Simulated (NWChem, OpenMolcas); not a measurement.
# OpenMolcas → NWChem

OpenMolcas 26.06 runs this on C2H4Si (SMILES C=C[SiH]):

struct.xyz:
```
7

C     -0.664880     0.403150    -0.661530
C     -0.043620     0.393820     0.534920
Si     1.210520    -0.843240     1.034030
H     -0.458220    -0.333550    -1.419980
H     -1.396740     1.153360    -0.910180
H     -0.297240     1.164440     1.252740
H      1.650180    -1.937980     0.169990
```

mol.inp:
```
&GATEWAY
BasLib=$CurrDir
Coord=struct.xyz
Basis=def2-TZVP
Group=NoSym
&SEWARD
GridInput
Grid=UltraFine
End of Grid
&SCF
UHF
Spin=3
KSDFT=B3LYP
Thresholds=1e-10 1e-07 1e-07 1e-05
PrOrbitals=0
&ALASKA
```

```bash
$ export MOLCAS_MEM=1860
$ pymolcas mol.inp > mol.log
```

(Basis files named in the input come from the Basis Set Exchange and aren't shown.)

The coordinates come from a GFN2-xTB relaxation.

It gives a total energy of -368.044850 Eh.

Task: How is this level of theory, on these atoms, set up in NWChem 7.3.0 as an ASE script?

Result: One way, which was run:

mymol.xyz:
```
7

C     -0.664880     0.403150    -0.661530
C     -0.043620     0.393820     0.534920
Si     1.210520    -0.843240     1.034030
H     -0.458220    -0.333550    -1.419980
H     -1.396740     1.153360    -0.910180
H     -0.297240     1.164440     1.252740
H      1.650180    -1.937980     0.169990
```

run.py:
```python
from ase.io import read
from ase.calculators.nwchem import NWChem

atoms = read('mymol.xyz')

calc = NWChem(
    label='mymol',
    theory='dft',
    memory='2200 mb',
    basis='def2-TZVP',
    basispar='spherical bse',
    dft={'xc': 'b3lyp', 'mult': '3', 'grid': 'fine', 'convergence': 'energy 1e-08', 'iterations': '100', 'mulliken': None, 'print': 'low'},
)
atoms.calc = calc

forces = atoms.get_forces()
print("Total energy (eV):", round(atoms.get_potential_energy(), 6))
print("forces (eV/A):")
for s, f in zip(atoms.symbols, forces):
    print(f"{s:2s} {f[0]:10.5f} {f[1]:10.5f} {f[2]:10.5f}")
```

```bash
$ export ASE_NWCHEM_COMMAND="nwchem PREFIX.nwi > PREFIX.nwo"
$ python run.py
```

Its energy is -368.044850 Eh, the same as the first but for the last digit, at most.
